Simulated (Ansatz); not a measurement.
# NH₄ (doublet): the correlation ladder at distance N1–H4 along a hydrogen transfer = 1.050 Å, cc-pVTZ

How much of the correlation energy of NH₄ (doublet) does each wave-function method recover here?

Program: Ansatz 0.2.0, Gaussian basis. Level of theory: cc-pVTZ, core rule «outside noble gas», up to 1 orbitals frozen. These are calculated values, not measurements.

To be run: UHF; CCSD(T) on ROHF; CCSD(T) on UHF; BCCD(T) on ROHF; CISD; CCSDT(Q) on ROHF; CCSDT(Q) on UHF; CASSCF and MRCISD+Q, 3 electrons in 3 orbitals; CASSCF and NEVPT2, 3 electrons in 3 orbitals; CASSCF and MRCISD+Q, 9 electrons in 8 orbitals; CASSCF and NEVPT2, 9 electrons in 8 orbitals.

### Step 1. The system

The geometry derives from fragments relaxed apart (PBE0/def2-TZVP) and kept rigid, so it is no stationary point. A hydrogen atom is moved between rigid fragments.

5 atoms, charge 0, spin multiplicity 2.

Atoms are counted from 1 here; the program's logs count them from 0.

Bond lengths: N1–H2 1.012 Å, N1–H3 1.012 Å, N1–H4 1.050 Å. Angles: H2–N1–H3 107.1°, H2–N1–H4 107.1°, H3–N1–H4 107.1°.

### Step 2. UHF

File in.yaml:

```yaml
crystal:
  periodic: [false, false, false]
  atoms:
    - {symbol: N, position_ang: [-0.138489, -0.031601, -0.049186]}
    - {symbol: H, position_ang: [-0.435768, 0.936233, -0.049186]}
    - {symbol: H, position_ang: [-0.435768, -0.433900, 0.831073]}
    - {symbol: H, position_ang: [0.911511, -0.031600, -0.049187]}
    - {symbol: H, position_ang: [1.884511, -0.031600, -0.049187]}
basis:
  gaussian: {orbitals: cc-pVTZ}
magnetization: {spin_polarized: true, initial_magnetization: 1}
hamiltonian: {xc: hf}
output: {orbitals: {seedname: orbitals}}
```

Run with:

```bash
$ ansatz run in.yaml --threads 1 --pin off --events-out ev --progress --plain --max-ram 5632MiB --backend cpu
```

The runs that follow: CCSD(T) on ROHF; CCSD(T) on UHF; BCCD(T) on ROHF; CISD; CCSDT(Q) on ROHF; CCSDT(Q) on UHF; CASSCF and MRCISD+Q, 3 electrons in 3 orbitals; CASSCF and NEVPT2, 3 electrons in 3 orbitals; CASSCF and MRCISD+Q, 9 electrons in 8 orbitals; CASSCF and NEVPT2, 9 electrons in 8 orbitals.

Q: Predict the results of all the runs planned. Wanted: UCCSDT(Q) below the RHF energy; RMP2 from UCCSDT(Q); UMP2 from UCCSDT(Q); RCCSD from UCCSDT(Q); RCCSD(T) from UCCSDT(Q); UCCSD(T) from UCCSDT(Q); RCCSDT(Q) from UCCSDT(Q); NEVPT2 pair from UCCSDT(Q); NEVPT2 valence from UCCSDT(Q).

The runs gave:

```
                         quantity                                                                     value
   UCCSDT(Q) below the RHF energy                                                                -7.4688 eV
              RMP2 from UCCSDT(Q)                                                              +63.0 kJ/mol
              UMP2 from UCCSDT(Q)                                                              +64.8 kJ/mol
             RCCSD from UCCSDT(Q)                                                              +24.7 kJ/mol
          RCCSD(T) from UCCSDT(Q)                                                               +1.8 kJ/mol
          UCCSD(T) from UCCSDT(Q)                                                               +1.8 kJ/mol
         RCCSDT(Q) from UCCSDT(Q)                                                                0.0 kJ/mol
       NEVPT2 pair from UCCSDT(Q)                                                              +67.2 kJ/mol
    NEVPT2 valence from UCCSDT(Q)                                                              +96.1 kJ/mol
  MRCISD+Q valence from UCCSDT(Q)                                                               +4.0 kJ/mol
levels within 1 kcal/mol (43 meV)  RCCSD(T), UCCSD(T), BCCD(T), RCCSDT, UCCSDT, RCCSDT(Q), MRCISD+Q valence
                    T1 diagnostic                                                                     0.024
   effectively unpaired electrons                                                                      1.01
```

What this shows: RCCSD(T) lands +1.8 kJ/mol from the yardstick (0.2 % of the correlation energy). One determinant dominates. Of the multireference levels listed MRCISD+Q valence comes nearest in total energy (+4.0 kJ/mol), which doesn't show that its space is the better one. These misses are within one basis, not against nature; the frozen cores of restricted and unrestricted runs differ, which can shift their rows.
